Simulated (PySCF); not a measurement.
# How the numerical set-up moves the result for CF2 (triplet)

Which parts of the numerical set-up matter for CF2 (triplet)? Each run edits the base script.

Method: each script names its method and basis; program: PySCF 2.14.0.

1 further run of the same task is left out (it didn't finish). Runs told in other sessions of the task aren't counted.

### Step 1. Starting geometry

CF2 (triplet): 3 atoms, charge 0, spin multiplicity 3.

Bond lengths: C1–F2 1.283 Å, C1–F3 1.283 Å. Angles: F2–C1–F3 119.5°.

### Step 2. The base run

input.py

```python
from pyscf import gto, dft

mol = gto.M(
    atom='C 0 0 -0.4912; F 1.1078 0 0.1551; F -1.1078 0 0.1551',
    basis='minao',
    charge=0,
    spin=2,
    symmetry=True,
    verbose=4,
)
mf = dft.UKS(mol, xc='hse06')
mf.kernel()
mf.dip_moment()
print('orbital energies (hartree):', [e[max(0, n-3):n+3].round(4) for e, n in zip(mf.mo_energy, mol.nelec)])
```

Launch:

```bash
OMP_NUM_THREADS=1 python input.py
```

Its log is not repeated here.

Base result: E(SCF) = -237.272317 Eh, 7 cycles, ⟨S²⟩ = 2.001, μ = 0.18 D.

The triplet is typed in the script; nothing here shows that it is the ground state.

### Step 3. Density fitting weigend

Run 1 changes density fitting: none → weigend.

input.py: that of step 2 with these lines changed.

```diff
@@ -11,2 +11,3 @@
 mf = dft.UKS(mol, xc='hse06')
+mf = mf.density_fit(auxbasis='weigend')
 mf.kernel()
```

Launch:

```bash
OMP_NUM_THREADS=1 python input.py
```

What it wrote, shortened:

```text
[lines on the frontier levels of each cycle are left out]
PySCF version 2.14.0

[INPUT] verbose = 4
[INPUT] num. atoms = 3
[INPUT] num. electrons = 24
[INPUT] charge = 0
[INPUT] spin (= nelec alpha-beta = 2S) = 2
[INPUT] symmetry True subgroup None
[INPUT] Mole.unit = angstrom
[INPUT] Symbol           X                Y                Z      unit          X                Y                Z       unit  Magmom
[INPUT]  1 C      0.000000000000   0.000000000000  -0.491200000000 AA    0.000000000000   0.000000000000  -0.928233472386 Bohr   0.0
[INPUT]  2 F      1.107800000000   0.000000000000   0.155100000000 AA    2.093438600793   0.000000000000   0.293096521920 Bohr   0.0
[INPUT]  3 F     -1.107800000000   0.000000000000   0.155100000000 AA   -2.093438600793   0.000000000000   0.293096521920 Bohr   0.0

nuclear repulsion = 63.9068501657682
point group symmetry = C2v
symmetry origin: [-3.70074342e-17  0.00000000e+00 -1.22359767e-02]
symmetry axis x: [-0. -1. -0.]
symmetry axis y: [1. 0. 0.]
symmetry axis z: [0. 0. 1.]
num. orbitals of irrep A1 = 7
num. orbitals of irrep A2 = 1
num. orbitals of irrep B1 = 2
num. orbitals of irrep B2 = 5
number of shells = 6
number of NR pGTOs = 75
number of NR cGTOs = 15
basis = minao
ecp = {}

******** <class 'pyscf.df.df_jk.DFSymAdaptedUKS'> ********
method = DFSymAdaptedUKS
initial guess = minao
damping factor = 0
level_shift factor = 0
DIIS = <class 'pyscf.scf.diis.CDIIS'>
diis_start_cycle = 1
diis_space = 8
diis_damp = 0
SCF conv_tol = 1e-09
SCF conv_tol_grad = None
SCF max_cycles = 50
direct_scf = False
number electrons alpha = 13  beta = 11
XC library pyscf.dft.libxc version 7.0.0
    S. Lehtola, C. Steigemann, M. J.T. Oliveira, and M. A.L. Marques.,  SoftwareX 7, 1–5 (2018)
XC functionals = hse06
    J. Heyd, G. E. Scuseria, and M. Ernzerhof.,  J. Chem. Phys. 118, 8207 (2003)
    J. Heyd, G. E. Scuseria, and M. Ernzerhof.,  J. Chem. Phys. 124, 219906 (2006)
    A. V. Krukau, O. A. Vydrov, A. F. Izmaylov, and G. E. Scuseria.,  J. Chem. Phys. 125, 224106 (2006)
radial grids:
    Treutler-Ahlrichs [JCP 102, 346 (1995); DOI:10.1063/1.469408] (M4) radial grids

becke partition: Becke, JCP 88, 2547 (1988); DOI:10.1063/1.454033
pruning grids: <function nwchem_prune>
grids dens level: 3
symmetrized grids: True
atomic radii adjust function: <function treutler_atomic_radii_adjust>
small_rho_cutoff = 0
Freeze 0 electrons in irreps []
    24 free electrons in irreps A1 A2 B1 B2
Set gradient conv threshold to 3.16228e-05
tot grids = 42648
Create RSH-DF object <pyscf.df.df.DF object> for omega=-0.11
******** <class 'pyscf.df.df.DF'> ********
auxbasis = auxmol.basis = weigend
init E= -237.959226033747

cycle= 1 E= -237.240219229218  delta_E= 0.719  |g|= 0.196  |ddm|= 2.03
cycle= 2 E= -237.243252925763  delta_E= -0.00303  |g|= 0.196  |ddm|= 0.574
cycle= 3 E= -237.270005538315  delta_E= -0.0268  |g|= 0.0113  |ddm|= 0.278
cycle= 4 E= -237.270107945939  delta_E= -0.000102  |g|= 0.00177  |ddm|= 0.0212
cycle= 5 E= -237.270112172483  delta_E= -4.23e-06  |g|= 0.000204  |ddm|= 0.00626
cycle= 6 E= -237.270112241939  delta_E= -6.95e-08  |g|= 9.96e-06  |ddm|= 0.000812
cycle= 7 E= -237.2701122421  delta_E= -1.62e-10  |g|= 9.29e-07  |ddm|= 3.08e-05
Extra cycle  E= -237.270112242102  delta_E= -1.82e-12  |g|= 2.11e-07  |ddm|= 2.93e-06
converged SCF energy = -237.270112242102  <S^2> = 2.0011923  2S+1 = 3.0007948
Dipole moment(X, Y, Z, Debye): -0.00000, -0.00000, -0.17439
orbital energies (hartree): [array([-0.4952, -0.3871, -0.2595,  0.1161,  0.1882]), array([-0.5523, -0.4815, -0.4801, -0.1965, -0.0756,  0.1598])]
```

Wall time 3.4 s (1 thread of Arm Neoverse N1, shared host).

Outcome: E(SCF) = -237.270112 Eh (+0.0600 eV from the base), 7 cycles, ⟨S²⟩ = 2.001, μ = 0.17 D.

The weigend set is made for the Coulomb term alone, and here it fits exchange too.

### Step 4. Spin-free X2C on

Run 2 changes spin-free X2C: off → on.

input.py: that of step 2 with these lines changed.

```diff
@@ -11,2 +11,3 @@
 mf = dft.UKS(mol, xc='hse06')
+mf = mf.sfx2c1e()
 mf.kernel()
```

Launch:

```bash
OMP_NUM_THREADS=1 python input.py
```

What it wrote, shortened:

```text
[lines on the frontier levels of each cycle are left out]
[... 30 set-up lines left out, the same as in an earlier log ...]
******** <class 'pyscf.x2c.sfx2c1e.sfX2C1eSymAdaptedUKS'> ********
method = sfX2C1eSymAdaptedUKS
[... 10 set-up lines left out, the same as in an earlier log ...]
direct_scf = True
direct_scf_tol = 1e-13
[... 17 set-up lines left out, the same as in an earlier log ...]
******** <class 'pyscf.x2c.sfx2c1e.SpinFreeX2CHelper'> ********
approx = 1e
xuncontract = 1
[... 4 set-up lines left out, the same as in an earlier log ...]
init E= -238.13810921865

cycle= 1 E= -237.418352199342  delta_E= 0.72  |g|= 0.197  |ddm|= 2.03
cycle= 2 E= -237.421250307718  delta_E= -0.0029  |g|= 0.198  |ddm|= 0.579
cycle= 3 E= -237.448558132652  delta_E= -0.0273  |g|= 0.0111  |ddm|= 0.281
cycle= 4 E= -237.448659251235  delta_E= -0.000101  |g|= 0.00176  |ddm|= 0.0212
cycle= 5 E= -237.448663710228  delta_E= -4.46e-06  |g|= 0.000205  |ddm|= 0.00627
cycle= 6 E= -237.448663780577  delta_E= -7.03e-08  |g|= 1e-05  |ddm|= 0.000819
cycle= 7 E= -237.448663780741  delta_E= -1.64e-10  |g|= 9.32e-07  |ddm|= 3.11e-05
Extra cycle  E= -237.448663780743  delta_E= -2.16e-12  |g|= 2.12e-07  |ddm|= 2.94e-06
converged SCF energy = -237.448663780743  <S^2> = 2.0011956  2S+1 = 3.0007969
Dipole moment(X, Y, Z, Debye):  0.00000,  0.00000, -0.17842
orbital energies (hartree): [array([-0.4959, -0.3879, -0.2601,  0.1145,  0.1867]), array([-0.5528, -0.4821, -0.4808, -0.1973, -0.0761,  0.1582])]
```

Run time: 4.1 s. Hardware: 1 thread of Arm Neoverse N1, shared host.

This run: E(SCF) = -237.448664 Eh (-4.7986 eV from the base), 7 cycles, ⟨S²⟩ = 2.001, μ = 0.18 D.

### Step 5. Integration grid 1

Run 3 changes integration grid: default → 1.

input.py: that of step 2 with these lines changed.

```diff
@@ -11,2 +11,3 @@
 mf = dft.UKS(mol, xc='hse06')
+mf.grids.level = 1
 mf.kernel()
```

Launch:

```bash
OMP_NUM_THREADS=1 python input.py
```

What it wrote, shortened:

```text
[lines on the frontier levels of each cycle are left out]
[... 30 set-up lines left out, the same as in an earlier log ...]
******** <class 'pyscf.dft.uks_symm.SymAdaptedUKS'> ********
method = SymAdaptedUKS
[... 24 set-up lines left out, the same as in an earlier log ...]
grids dens level: 1
[... 6 set-up lines left out, the same as in an earlier log ...]
tot grids = 15784
init E= -237.961512737996

cycle= 1 E= -237.24236307771  delta_E= 0.719  |g|= 0.196  |ddm|= 2.03
cycle= 2 E= -237.245394460231  delta_E= -0.00303  |g|= 0.197  |ddm|= 0.575
cycle= 3 E= -237.27225485909  delta_E= -0.0269  |g|= 0.0112  |ddm|= 0.279
cycle= 4 E= -237.272357368557  delta_E= -0.000103  |g|= 0.00176  |ddm|= 0.0212
cycle= 5 E= -237.272361749875  delta_E= -4.38e-06  |g|= 0.000204  |ddm|= 0.00622
cycle= 6 E= -237.272361818997  delta_E= -6.91e-08  |g|= 9.81e-06  |ddm|= 0.00081
cycle= 7 E= -237.272361819154  delta_E= -1.57e-10  |g|= 9.19e-07  |ddm|= 3.04e-05
Extra cycle  E= -237.272361819156  delta_E= -1.93e-12  |g|= 2.07e-07  |ddm|= 2.89e-06
converged SCF energy = -237.272361819156  <S^2> = 2.0011928  2S+1 = 3.0007951
Dipole moment(X, Y, Z, Debye): -0.00000,  0.00000, -0.17536
orbital energies (hartree): [array([-0.4953, -0.3872, -0.2596,  0.1159,  0.188 ]), array([-0.5524, -0.4816, -0.4802, -0.1966, -0.0757,  0.1596])]
```

Wall time 2.7 s (1 thread of Arm Neoverse N1, shared host).

Result: E(SCF) = -237.272362 Eh (-0.0012 eV from the base), 7 cycles, ⟨S²⟩ = 2.001, μ = 0.18 D.

### Step 6. Side by side

| run | E(SCF) (hartree) | from base (eV) | cycles | gap, α spin (eV) | SCF dipole (D) | functions |
| --- | --- | --- | --- | --- | --- | --- |
| base | -237.272317 | 0 | 7 | 10.22 | 0.18 | 15 |
| density fitting weigend | -237.270112 | +0.0600 | 7 | 10.22 | 0.17 | 15 |
| spin-free X2C on | -237.448664 | -4.7986 | 7 | 10.19 | 0.18 | 15 |
| integration grid 1 | -237.272362 | -0.0012 | 7 | 10.22 | 0.18 | 15 |

Wall time on 1 thread of Arm Neoverse N1, shared host, start-up included: base 4.1 s; density fitting weigend 3.4 s; spin-free X2C on 4.1 s; integration grid 1 2.7 s.

The largest comparable shift of the SCF energy, -4.799 eV, comes with the run “spin-free X2C on”. Scalar relativity lowers the total energy by 4.80 eV, nearly all of it in the inner shells; a basis contracted without relativity catches only part of it.
